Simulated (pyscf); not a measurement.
Four-centre exchange: H₃Si–O–GeH₃ + HCl → HO–SiH₃ + Cl–GeH₃

Gas phase, singlet surface, charge 0. Bonds broken: O2–Ge3, Cl10–H11. Bonds formed: O2–H11, Ge3–Cl10. Single points on ωB97X-D3(BJ)/def2-SVP structures (PySCF, gas phase).

Transition state (Å):

```xyz
11

Si    -2.6577     0.4830    -0.3825
O     -1.2273     0.3119     0.5465
Ge     0.6713     0.2884    -0.0256
H     -2.7794    -0.7193    -1.2396
H     -3.7645     0.5783     0.6001
H     -2.5495     1.7163    -1.2009
H      1.4447    -0.9631     0.3717
H      0.1178     0.0033    -1.4632
H      1.3617     1.6443    -0.1354
Cl     0.5036     0.8036     2.5002
H     -1.0586     0.5478     1.5314
```

One imaginary mode, 149i cm⁻¹; descent along it reached the two sides named, in the forms told below.

| bond | change | reactant side (Å) | saddle | product side |
|---|---|---|---|---|
| O2–Ge3 | breaks | 1.801 | 1.983 | 3.0 |
| Cl10–H11 | breaks | 1.304 | 1.856 | 3.6 |
| O2–H11 | forms | 1.803 | 1.027 | 0.963 |
| Ge3–Cl10 | forms | 3.6 | 2.583 | 2.172 |

Electronic energies relative to the separated reactants (kcal/mol):

```csv
level,barrier,reaction energy,reverse barrier
ωB97X-D3(BJ)/def2-TZVP,11.3,-8.7,20.0
PBE/def2-TZVP,9.6,-10.0,19.7
r²SCAN/def2-TZVP,10.6,-8.9,19.5
B3LYP-D3(BJ)/def2-TZVP,11.0,-8.3,19.3
PBE0-D3(BJ)/def2-TZVP,9.7,-9.6,19.2
M06-2X/def2-TZVP,10.7,-7.4,18.1
ωB97M-D3(BJ)/def2-TZVP,12.3,-8.6,20.9
HF/def2-TZVP,24.0,-8.2,32.2
```

With ωB97M-D3(BJ)/def2-TZVP energies and thermal terms (ideal gas, 1 atm, RRHO with modes under 100 cm⁻¹ raised to 100, one conformer, R ln 2 for rigid chiral ones), in kcal/mol:

```csv
T (K),ΔH‡,ΔG‡,ΔH,ΔG
298,13.6,24.4,-7.3,-7.7
600,13.4,35.5,-7.7,-7.8
900,13.5,46.5,-8.1,-7.8
1200,13.7,57.5,-8.5,-7.6
```

On the reactant side the descent ends in a complex (not fully relaxed), 5.7 kcal/mol under the separated species and 17.0 kcal/mol under the saddle at ωB97X-D3(BJ)/def2-TZVP. On the product side the descent ends in a complex (not fully relaxed), 4.2 kcal/mol under the separated species and 24.2 kcal/mol under the saddle at ωB97X-D3(BJ)/def2-TZVP. This is the saddle that the search found; another between the same sides may lie lower. Elements up to Kr have no core potential and no relativistic terms here.
